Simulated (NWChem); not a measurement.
All runs are NWChem calculations. System: thiophene (C4H4S), charge 0, spin multiplicity 1, at a geometry optimised with B3LYP/def2-SVP. Level: G0W0@B3LYP/def2-TZVP, RI basis def2-tzvp-rifit, VWN1-RPA local correlation.

Output (cleaned and shortened):

```
             Northwest Computational Chemistry Package (NWChem) 7.3.0
             --------------------------------------------------------

                                NWChem Input Module
                                -------------------

 Scaling coordinates for geometry "geometry" by  1.889725989
 (inverse scale =  0.529177249)

 Turning off AUTOSYM since
 SYMMETRY directive was detected!

                             Geometry "geometry" -> ""
                             -------------------------

 Output coordinates in angstroms (scale by  1.889725989 to convert to a.u.)

  No.       Tag          Charge          X              Y              Z
 ---- ---------------- ---------- -------------- -------------- --------------
    1 C                    6.0000    -0.71485700     0.00000000     1.27451600
    2 C                    6.0000     0.71485700     0.00000000     1.27451600
    3 C                    6.0000     1.24183900     0.00000000     0.00739700
    4 S                   16.0000     0.00000000     0.00000000    -1.19790700
    5 C                    6.0000    -1.24183900     0.00000000     0.00739700
    6 H                    1.0000    -1.32573200     0.00000000     2.17883400
    7 H                    1.0000     1.32573200     0.00000000     2.17883400
    8 H                    1.0000     2.29043300     0.00000000    -0.28705500
    9 H                    1.0000    -2.29043300     0.00000000    -0.28705500

 Effective nuclear repulsion energy (a.u.)     201.6176944973

            Nuclear Dipole moment (a.u.)
            ----------------------------
        X                 Y               Z
 ---------------- ---------------- ----------------
     0.0000000000     0.0000000000     0.0000037795

      Symmetry information
      --------------------

 Group name             C2v
 Group number             16
 Group order               4
 No. of unique centers     5

      Symmetry unique atoms

     1    3    4    6    8


 Summary of "ao basis" -> "" (spherical)
 ------------------------------------------------------------------------------
       Tag                 Description            Shells   Functions and Types
 ---------------- ------------------------------  ------  ---------------------
 *                         def2-tzvp                  on all atoms

 new library libraries.bse/

 Summary of "ri basis" -> "" (spherical)
 ------------------------------------------------------------------------------
       Tag                 Description            Shells   Functions and Types
 ---------------- ------------------------------  ------  ---------------------
 *                      def2-tzvp-rifit               on all atoms

                                 NWChem DFT Module
                                 -----------------

 Summary of "ao basis" -> "ao basis" (spherical)
 ------------------------------------------------------------------------------
       Tag                 Description            Shells   Functions and Types
 ---------------- ------------------------------  ------  ---------------------
 C                         def2-tzvp                11       31   5s3p2d1f
 S                         def2-tzvp                13       37   5s5p2d1f
 H                         def2-tzvp                 4        6   3s1p

 Summary of "ao basis" -> "ao basis" (spherical)
 ------------------------------------------------------------------------------
       Tag                 Description            Shells   Functions and Types
 ---------------- ------------------------------  ------  ---------------------
 C                         def2-tzvp                11       31   5s3p2d1f
 S                         def2-tzvp                13       37   5s5p2d1f
 H                         def2-tzvp                 4        6   3s1p

      Symmetry analysis of basis
      --------------------------

        a1         68
        a2         25
        b1         61
        b2         31

            General Information
            -------------------
          SCF calculation type: DFT
          Wavefunction type:  closed shell.
          No. of atoms     :     9
          No. of electrons :    44
           Alpha electrons :    22
[...]
   Bfn.  Coefficient  Atom+Function         Bfn.  Coefficient  Atom+Function
  ----- ------------  ---------------      ----- ------------  ---------------
   110      0.419191  4 S  pz               113      0.266012  4 S  pz
   107      0.198908  4 S  pz                97     -0.192363  4 S  s
   101     -0.163947  4 S  pz                98     -0.131819  4 S  s
    70     -0.129587  3 C  pz               138     -0.129587  5 C  pz
    96      0.121723  4 S  s                  8      0.113567  1 C  pz

 Vector   21  Occ=2.000000D+00  E=-2.569756D-01  Symmetry=b2
              MO Center= -3.6D-14,  1.3D-15, -4.9D-02, r^2= 3.1D+00
   Bfn.  Coefficient  Atom+Function         Bfn.  Coefficient  Atom+Function
  ----- ------------  ---------------      ----- ------------  ---------------
   109      0.398463  4 S  py               112      0.289665  4 S  py
     7     -0.206871  1 C  py                38     -0.206871  2 C  py
   106      0.191802  4 S  py                10     -0.177429  1 C  py
    41     -0.177429  2 C  py               100     -0.153047  4 S  py
    13     -0.124854  1 C  py                44     -0.124854  2 C  py

 Vector   22  Occ=2.000000D+00  E=-2.437056D-01  Symmetry=a2
              MO Center=  2.5D-14, -1.3D-14,  3.0D-01, r^2= 2.8D+00
   Bfn.  Coefficient  Atom+Function         Bfn.  Coefficient  Atom+Function
  ----- ------------  ---------------      ----- ------------  ---------------
    69      0.265013  3 C  py               137     -0.265013  5 C  py
    72      0.232663  3 C  py               140     -0.232663  5 C  py
    75      0.182712  3 C  py               143     -0.182712  5 C  py
     7     -0.156249  1 C  py                38      0.156249  2 C  py
    10     -0.134481  1 C  py                41      0.134481  2 C  py

 Vector   23  Occ=0.000000D+00  E=-2.410655D-02  Symmetry=b2
              MO Center= -8.5D-16, -9.3D-16,  2.6D-02, r^2= 3.6D+00
   Bfn.  Coefficient  Atom+Function         Bfn.  Coefficient  Atom+Function
  ----- ------------  ---------------      ----- ------------  ---------------
   112     -0.465416  4 S  py                75      0.443979  3 C  py
   143      0.443979  5 C  py                13     -0.259120  1 C  py
    44     -0.259120  2 C  py                69      0.256911  3 C  py
   137      0.256911  5 C  py                72      0.231943  3 C  py
   140      0.231943  5 C  py               109     -0.228207  4 S  py

 Vector   24  Occ=0.000000D+00  E= 2.225039D-02  Symmetry=b1
              MO Center=  2.5D-15,  5.2D-20, -1.1D+00, r^2= 3.5D+00
   Bfn.  Coefficient  Atom+Function         Bfn.  Coefficient  Atom+Function
  ----- ------------  ---------------      ----- ------------  ---------------
    67      1.946904  3 C  s                135     -1.946904  5 C  s
     5      1.302141  1 C  s                 36     -1.302141  2 C  s
   111     -1.178103  4 S  px                14     -0.616357  1 C  pz
    45      0.616357  2 C  pz               176     -0.488343  8 H  s
   182      0.488343  9 H  s                 66      0.468839  3 C  s

 Vector   25  Occ=0.000000D+00  E= 4.251252D-02  Symmetry=a2
              MO Center=  2.3D-14,  1.1D-15,  8.2D-01, r^2= 3.5D+00
   Bfn.  Coefficient  Atom+Function         Bfn.  Coefficient  Atom+Function
  ----- ------------  ---------------      ----- ------------  ---------------
    13      0.799553  1 C  py                44     -0.799553  2 C  py
    75      0.491550  3 C  py               143     -0.491550  5 C  py
     7      0.279743  1 C  py                38     -0.279743  2 C  py
    10      0.227348  1 C  py                41     -0.227348  2 C  py
    69      0.144525  3 C  py               137     -0.144525  5 C  py

 center of mass
 --------------
 x =   0.00000000 y =   0.00000000 z =  -0.08369553

 moments of inertia (a.u.)
 ------------------
         337.237952580906           0.000000000000           0.000000000000
           0.000000000000         563.619630973461           0.000000000000
           0.000000000000           0.000000000000         226.381678392555

     Multipole analysis of the density
     ---------------------------------

     L   x y z        total         alpha         beta         nuclear
     -   - - -        -----         -----         ----         -------
     0   0 0 0     -0.000000    -22.000000    -22.000000     44.000000

     1   1 0 0     -0.000000     -0.000000     -0.000000      0.000000
     1   0 1 0     -0.000000     -0.000000     -0.000000      0.000000
     1   0 0 1      0.192296      0.096146      0.096146      0.000004

     2   2 0 0    -23.572165    -80.788889    -80.788889    138.005612
     2   1 1 0     -0.000000     -0.000000     -0.000000      0.000000
     2   1 0 1      0.000000      0.000000      0.000000      0.000000
     2   0 2 0    -30.039975    -15.019987    -15.019987      0.000000
     2   0 1 1      0.000000      0.000000      0.000000      0.000000
     2   0 0 2    -25.924770   -106.010902   -106.010902    186.097033

 Task  times  cpu:       19.8s     wall:       19.8s

                                NWChem Input Module
                                -------------------

                                 NWChem GW Module
                                 ----------------

                             ***********************
                             ***        GW       ***
                             ***********************

 Summary of "ri basis" -> "ri basis" (spherical)
 ------------------------------------------------------------------------------
       Tag                 Description            Shells   Functions and Types
 ---------------- ------------------------------  ------  ---------------------
 C                      def2-tzvp-rifit             22       76   8s6p4d3f1g
 S                      def2-tzvp-rifit             29      113   9s7p6d5f2g
 H                      def2-tzvp-rifit              7       15   4s2p1d

                 Memory Information
                 ------------------
          Available GA per process is          1699.7 MBs
          Available stack per process is        700.0 MBs
          Available heap per process is           0.0 MBs

          Peak memory in Initialization
              Peak GA per process is                 18.2 MBs
              Peak stack per process is               0.4 MBs
              Peak heap per process is               18.8 MBs
              Memory not in MA per process            0.0 MBs

          Peak memory in CDGW Calculation
              Peak GA per process is                 21.9 MBs
              Peak stack per process is               3.5 MBs
              Peak heap per process is                3.9 MBs
              Memory not in MA per process            0.0 MBs

          Computing 2-center integrals
          Computing Inverse Cholesky factor
          Computing 3-center integrals
          Computing Vxc

          Computing Sigma_x
          Computing W(iw) on the imaginary grid
          Solving quasiparticle equations

                  Alpha Orbitals
          State     Energy (eV)     Error (eV)
          -----------------------------------
@GW        19        -12.009           0.004
@GW        20        -11.620           0.002
@GW        21         -8.998           0.004
@GW        22         -8.672           0.002
@GW        23          1.443           0.002
@GW        24          2.784           0.005

     GW Timing Statistics
   ------------------------
   Init.   :          0.1s
     ERIs  :          1.7s
     Distr.:          0.0s
     Vxc   :          2.2s
   Vmo     :          0.0s
   iW      :          2.9s
   I_n     :          0.0s
   R_n     :          0.2s
   GW total:          7.0s

 Task  times  cpu:        7.0s     wall:        7.0s

 Total times  cpu:       26.9s     wall:       26.9s
```

Task: Write an NWChem input that would produce this output.

Result: One answer among several that fit: 
```
start mol
memory heap 200 mb stack 700 mb global 1700 mb
geometry units angstroms nocenter noautoz
  C     -0.714857     0.000000     1.274516
  C      0.714857     0.000000     1.274516
  C      1.241839     0.000000     0.007397
  S      0.000000     0.000000    -1.197907
  C     -1.241839     0.000000     0.007397
  H     -1.325732     0.000000     2.178834
  H      1.325732     0.000000     2.178834
  H      2.290433     0.000000    -0.287055
  H     -2.290433     0.000000    -0.287055
  symmetry group C2v
end
basis spherical
  * library def2-tzvp
end
basis "ri basis" bse spherical
  * library def2-tzvp-rifit
end
dft
  xc b3lyp
  iterations 100
  direct
  tolerances tight
end
task dft energy
gw
  method cdgw
  states alpha occ 4 vir 2
end
task dft gw
```
